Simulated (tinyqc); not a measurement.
Worked calculation: UHF in the sto-3g basis, for H2O, spin multiplicity 1. One step of it, computed by the program tinyqc.

Problem. Iteration 2: building the Fock matrix. J_ij = sum D_kl (ij|kl) with D = D(alpha) + D(beta), K_ij = sum D_kl (ik|jl) for each spin; F = H + J - K(s); E = tr D H + tr D J / 2 - 0.5 sum_s tr D(s) K(s) + E_nn.

D(alpha) after iteration 1, order 1O 1s, 1O 2s, 1O 2px, 1O 2py, 1O 2pz, 2H 1s, 3H 1s:
```
[[1.058625, -0.254114, 0.017879, 0.005679, 0.019261, 0.002326, 0.010675],
 [-0.254114, 1.137595, -0.141136, -0.048765, -0.106142, -0.040059, -0.133216],
 [0.017879, -0.141136, 0.779258, 0.264855, -0.078375, -0.185505, 0.461363],
 [0.005679, -0.048765, 0.264855, 0.784689, -0.055268, 0.059093, 0.051338],
 [0.019261, -0.106142, -0.078375, -0.055268, 0.844144, 0.134422, 0.044545],
 [0.002326, -0.040059, -0.185505, 0.059093, 0.134422, 0.233654, -0.180758],
 [0.010675, -0.133216, 0.461363, 0.051338, 0.044545, -0.180758, 0.451486]]
```

D(beta) after iteration 1, order 1O 1s, 1O 2s, 1O 2px, 1O 2py, 1O 2pz, 2H 1s, 3H 1s:
```
[[1.058625, -0.254114, -0.017879, 0.005679, 0.019261, 0.002326, 0.010675],
 [-0.254114, 1.137595, 0.141136, -0.048765, -0.106142, -0.040059, -0.133216],
 [-0.017879, 0.141136, 0.779258, -0.264855, 0.078375, 0.185505, -0.461363],
 [0.005679, -0.048765, -0.264855, 0.784689, -0.055268, 0.059093, 0.051338],
 [0.019261, -0.106142, 0.078375, -0.055268, 0.844144, 0.134422, 0.044545],
 [0.002326, -0.040059, 0.185505, 0.059093, 0.134422, 0.233654, -0.180758],
 [0.010675, -0.133216, -0.461363, 0.051338, 0.044545, -0.180758, 0.451486]]
```

core Hamiltonian H = T + V (hartree), order 1O 1s, 1O 2s, 1O 2px, 1O 2py, 1O 2pz, 2H 1s, 3H 1s:
```
[[-32.737867, -7.616817, 0.000000, 0.000635, -0.018451, -1.761968, -1.860526],
 [-7.616817, -9.350091, 0.000000, 0.006029, -0.215792, -3.758561, -3.901629],
 [0.000000, 0.000000, -7.470114, 0.000000, 0.000000, 0.000000, 0.000000],
 [0.000635, 0.006029, 0.000000, -7.642753, 0.003279, -2.105578, 2.161863],
 [-0.018451, -0.215792, 0.000000, 0.003279, -7.556016, -1.552854, -1.594410],
 [-1.761968, -3.758561, 0.000000, -2.105578, -1.552854, -5.081399, -1.574504],
 [-1.860526, -3.901629, 0.000000, 2.161863, -1.594410, -1.574504, -5.171203]]
```

Two-electron integrals (ij|kl) in chemists' order, unique and non-zero (hartree):
```
(11|11) 4.785065    (21|11) 0.741380    (21|21) 0.136873    (22|11) 1.118947
(22|21) 0.256633    (22|22) 0.817206    (31|31) 0.024477    (32|31) 0.037809
(32|32) 0.180518    (33|11) 1.115814    (33|21) 0.256684    (33|22) 0.817023
(33|33) 0.880159    (41|41) 0.024477    (42|41) 0.037809    (42|42) 0.180518
(43|43) 0.047444    (44|11) 1.115814    (44|21) 0.256684    (44|22) 0.817023
(44|33) 0.785270    (44|44) 0.880159    (51|51) 0.024477    (52|51) 0.037809
(52|52) 0.180518    (53|53) 0.047444    (54|54) 0.047444    (55|11) 1.115814
(55|21) 0.256684    (55|22) 0.817023    (55|33) 0.785270    (55|44) 0.785270
(55|55) 0.880159    (61|11) 0.172952    (61|21) 0.031645    (61|22) 0.058901
(61|33) 0.058789    (61|41) 0.001189    (61|42) 0.002219    (61|44) 0.059018
(61|51) 0.000838    (61|52) 0.001564    (61|54) 0.000161    (61|55) 0.058903
(61|61) 0.007411    (62|11) 0.405590    (62|21) 0.094122    (62|22) 0.330065
(62|33) 0.324590    (62|41) 0.005750    (62|42) 0.043257    (62|44) 0.335356
(62|51) 0.004054    (62|52) 0.030502    (62|54) 0.007592    (62|55) 0.329943
(62|61) 0.022156    (62|62) 0.162739    (63|31) 0.010030    (63|32) 0.057723
(63|43) 0.009071    (63|53) 0.006396    (63|63) 0.023660    (64|11) 0.233343
(64|21) 0.054870    (64|22) 0.205521    (64|33) 0.196120    (64|41) 0.012981
(64|42) 0.083365    (64|44) 0.220831    (64|51) 0.002080    (64|52) 0.018081
(64|54) 0.011028    (64|55) 0.199386    (64|61) 0.013508    (64|62) 0.123084
(64|64) 0.115719    (65|11) 0.164537    (65|21) 0.038690    (65|22) 0.144918
(65|33) 0.138290    (65|41) 0.002080    (65|42) 0.018081    (65|44) 0.142922
(65|51) 0.011497    (65|52) 0.070473    (65|54) 0.012337    (65|55) 0.153385
(65|61) 0.009525    (65|62) 0.086790    (65|64) 0.064913    (65|65) 0.069432
(66|11) 0.533313    (66|21) 0.125774    (66|22) 0.504282    (66|33) 0.483738
(66|41) 0.010281    (66|42) 0.105310    (66|44) 0.524493    (66|51) 0.007249
(66|52) 0.074257    (66|54) 0.028738    (66|55) 0.504001    (66|61) 0.029899
(66|62) 0.307866    (66|64) 0.266023    (66|65) 0.187580    (66|66) 0.774606
(71|11) 0.182769    (71|21) 0.033434    (71|22) 0.062206    (71|33) 0.062089
(71|41) -0.001251   (71|42) -0.002333   (71|44) 0.062328    (71|51) 0.000883
(71|52) 0.001646    (71|54) -0.000168   (71|55) 0.062208    (71|61) 0.007701
(71|62) 0.022621    (71|64) 0.012569    (71|65) 0.009730    (71|66) 0.030129
(71|71) 0.008272    (72|11) 0.421898    (72|21) 0.097876    (72|22) 0.342422
(72|33) 0.336805    (72|41) -0.005962   (72|42) -0.044557   (72|44) 0.347842
(72|51) 0.004207    (72|52) 0.031442    (72|54) -0.007788   (72|55) 0.342301
(72|61) 0.022274    (72|62) 0.136649    (72|64) 0.071229    (72|65) 0.070708
(72|66) 0.212261    (72|71) 0.024327    (72|72) 0.174100    (73|31) 0.010513
(73|32) 0.060201    (73|43) -0.009379   (73|53) 0.006618    (73|63) 0.019292
(73|73) 0.025532    (74|11) -0.240155   (74|21) -0.056463   (74|22) -0.211020
(74|33) -0.201335   (74|41) 0.013548    (74|42) 0.086410    (74|44) -0.226813
(74|51) -0.002141   (74|52) -0.018495   (74|54) 0.011361    (74|55) -0.204681
(74|61) -0.012234   (74|62) -0.070156   (74|64) -0.017730   (74|65) -0.035468
(74|66) -0.095716   (74|71) -0.014687   (74|72) -0.130327   (74|74) 0.122035
(75|11) 0.169466    (75|21) 0.039843    (75|22) 0.148906    (75|33) 0.142072
(75|41) -0.002141   (75|42) -0.018495   (75|44) 0.146814    (75|51) 0.012024
(75|52) 0.073252    (75|54) -0.012725   (75|55) 0.157670    (75|61) 0.009496
(75|62) 0.070246    (75|64) 0.035744    (75|65) 0.055080    (75|66) 0.119658
(75|71) 0.010364    (75|72) 0.091965    (75|74) -0.068098   (75|75) 0.073585
(76|11) 0.158161    (76|21) 0.036991    (76|22) 0.139321    (76|33) 0.136321
(76|41) 0.000020    (76|42) 0.000228    (76|44) 0.139263    (76|51) 0.002567
(76|52) 0.022362    (76|54) 0.000059    (76|55) 0.142233    (76|61) 0.008607
(76|62) 0.067001    (76|64) 0.043803    (76|65) 0.040133    (76|66) 0.128280
(76|71) 0.009086    (76|72) 0.069018    (76|74) -0.044394   (76|75) 0.041024
(76|76) 0.032955    (77|11) 0.544448    (77|21) 0.128356    (77|22) 0.512646
(77|33) 0.491740    (77|41) -0.010606   (77|42) -0.107296   (77|44) 0.533198
(77|51) 0.007484    (77|52) 0.075714    (77|54) -0.029255   (77|55) 0.512384
(77|61) 0.029111    (77|62) 0.207867    (77|64) 0.095232    (77|65) 0.117994
(77|66) 0.337470    (77|71) 0.032229    (77|72) 0.320494    (77|74) -0.274206
(77|75) 0.193494    (77|76) 0.128280    (77|77) 0.774606
```

nuclear repulsion = 9.32428260 hartree

Give: Coulomb J; exchange K(alpha); exchange K(beta); F(alpha); F(beta); total energy of this density.

Solution.

Coulomb J (hartree), order 1O 1s, 1O 2s, 1O 2px, 1O 2py, 1O 2pz, 2H 1s, 3H 1s:
```
[[17.7680, 3.3624, 0.0000, -0.0028, -0.0003, 0.7772, 0.8214],
 [3.3624, 8.3778, 0.0000, -0.0216, 0.0430, 3.3399, 3.4886],
 [0.0000, 0.0000, 8.3382, 0.0000, 0.0000, 0.0000, 0.0000],
 [-0.0028, -0.0216, 0.0000, 8.3900, -0.0113, 2.0554, -2.1485],
 [-0.0003, 0.0430, 0.0000, -0.0113, 8.3816, 1.4716, 1.5297],
 [0.7772, 3.3399, 0.0000, 2.0554, 1.4716, 5.0974, 1.4111],
 [0.8214, 3.4886, 0.0000, -2.1485, 1.5297, 1.4111, 5.2785]]
```

exchange K(alpha) (hartree), order 1O 1s, 1O 2s, 1O 2px, 1O 2py, 1O 2pz, 2H 1s, 3H 1s:
```
[[4.8997, 0.8362, -0.0004, 0.0004, 0.0020, 0.2017, 0.2122],
 [0.8362, 1.3424, -0.0233, -0.0044, -0.0219, 0.5414, 0.5698],
 [-0.0004, -0.0233, 0.9673, 0.0853, -0.0235, -0.0321, 0.0876],
 [0.0004, -0.0044, 0.0853, 1.0457, -0.0222, 0.3147, -0.3256],
 [0.0020, -0.0219, -0.0235, -0.0222, 1.0894, 0.2313, 0.2407],
 [0.2017, 0.5414, -0.0321, 0.3147, 0.2313, 0.5097, 0.1866],
 [0.2122, 0.5698, 0.0876, -0.3256, 0.2407, 0.1866, 0.5889]]
```

exchange K(beta) (hartree), order 1O 1s, 1O 2s, 1O 2px, 1O 2py, 1O 2pz, 2H 1s, 3H 1s:
```
[[4.8997, 0.8362, 0.0004, 0.0004, 0.0020, 0.2017, 0.2122],
 [0.8362, 1.3424, 0.0233, -0.0044, -0.0219, 0.5414, 0.5698],
 [0.0004, 0.0233, 0.9673, -0.0853, 0.0235, 0.0321, -0.0876],
 [0.0004, -0.0044, -0.0853, 1.0457, -0.0222, 0.3147, -0.3256],
 [0.0020, -0.0219, 0.0235, -0.0222, 1.0894, 0.2313, 0.2407],
 [0.2017, 0.5414, 0.0321, 0.3147, 0.2313, 0.5097, 0.1866],
 [0.2122, 0.5698, -0.0876, -0.3256, 0.2407, 0.1866, 0.5889]]
```

F(alpha) (hartree), order 1O 1s, 1O 2s, 1O 2px, 1O 2py, 1O 2pz, 2H 1s, 3H 1s:
```
[[-19.8696, -5.0907, 0.0004, -0.0026, -0.0208, -1.1864, -1.2513],
 [-5.0907, -2.3147, 0.0233, -0.0112, -0.1509, -0.9601, -0.9828],
 [0.0004, 0.0233, -0.0992, -0.0853, 0.0235, 0.0321, -0.0876],
 [-0.0026, -0.0112, -0.0853, -0.2985, 0.0142, -0.3649, 0.3390],
 [-0.0208, -0.1509, 0.0235, 0.0142, -0.2638, -0.3125, -0.3053],
 [-1.1864, -0.9601, 0.0321, -0.3649, -0.3125, -0.4937, -0.3501],
 [-1.2513, -0.9828, -0.0876, 0.3390, -0.3053, -0.3501, -0.4816]]
```

F(beta) (hartree), order 1O 1s, 1O 2s, 1O 2px, 1O 2py, 1O 2pz, 2H 1s, 3H 1s:
```
[[-19.8696, -5.0907, -0.0004, -0.0026, -0.0208, -1.1864, -1.2513],
 [-5.0907, -2.3147, -0.0233, -0.0112, -0.1509, -0.9601, -0.9828],
 [-0.0004, -0.0233, -0.0992, 0.0853, -0.0235, -0.0321, 0.0876],
 [-0.0026, -0.0112, 0.0853, -0.2985, 0.0142, -0.3649, 0.3390],
 [-0.0208, -0.1509, -0.0235, 0.0142, -0.2638, -0.3125, -0.3053],
 [-1.1864, -0.9601, -0.0321, -0.3649, -0.3125, -0.4937, -0.3501],
 [-1.2513, -0.9828, 0.0876, 0.3390, -0.3053, -0.3501, -0.4816]]
```

total energy of this density = -74.248606 hartree

This density is a damped mixture and is not idempotent.
